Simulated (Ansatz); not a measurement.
Question: Predict a relaxed structure of Si(OMe)H3 (CH₆OSi), charge 0, singlet, at PBE0-D4/def2-TZVP (Ansatz).

Answer: 
Cartesian coordinates in Å:
```
Si 0.094 -0.434 1.239
O 0.270 -0.646 -0.380
C -0.059 0.356 -1.312
H -1.118 0.633 -1.248
H 0.135 -0.031 -2.314
H 0.547 1.257 -1.165
H 0.918 0.711 1.718
H 0.540 -1.693 1.878
H -1.328 -0.152 1.585
```
Point group Cs (tolerance 0.1 Å). This is one stationary point.
